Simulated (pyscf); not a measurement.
7 gas-phase steps of one pattern: four-centre exchange on the singlet surface, B–F/Cl/Br/I, H–O broken and B–O, F/Cl/Br/I–H formed. Structures and frequencies: ωB97X-D3(BJ)/def2-SVP in PySCF. Electronic energies in kJ/mol, between the relaxed ends of the descent from the saddle (adducts or complexes of the species named), with the reactant end as zero; ΔE‡ and ΔE at ωB97X-D3(BJ)/def2-TZVP. Rows were drawn at random from the steps of this pattern with a verified saddle, stable references and a bound adduct at one end at least.

```
row                                    step     ΔE    ΔE‡
---  --------------------------------------  -----  -----
1    Cl–B(Cl)–Cl + H₂O -> HCl + HO–B(Cl)–Cl  -28.9   81.0
2        H₂O + F–B(F)–Cl -> HO–B(F)–F + HCl  -22.6      ?
3             H₂O + HO–BH–F → HO–BH–OH + HF   -8.5  104.8
4              H₂B–Cl + H₂O -> H₂B–OH + HCl   -6.3   82.7
5               F–BH–F + H₂O → HF + HO–BH–F  +24.9  100.6
6                 H₂O + O=B–F → O=B–OH + HF  +30.8  128.0
7           F–B(F)–F + H₂O → HF + HO–B(F)–F  +38.3  108.2
```

Question: Fit ΔE‡ = a + b·ΔE to the other rows and predict row 2.

Answer: Over the 6 complete rows the means are +8.4 (ΔE) and 100.9 (ΔE‡); least squares gives b = 0.50 and a = 96.7 kJ/mol, with residuals of 10.5 kJ/mol (root mean square; largest 15.9, row 6). For row 2: 96.7 + 0.50 × (-22.6) = 85.4 kJ/mol. The computed barrier is 75.7 kJ/mol, 9.7 under the line. The scatter is large against the spread of the barriers, so the line says little here. Each barrier is that of the saddle found.
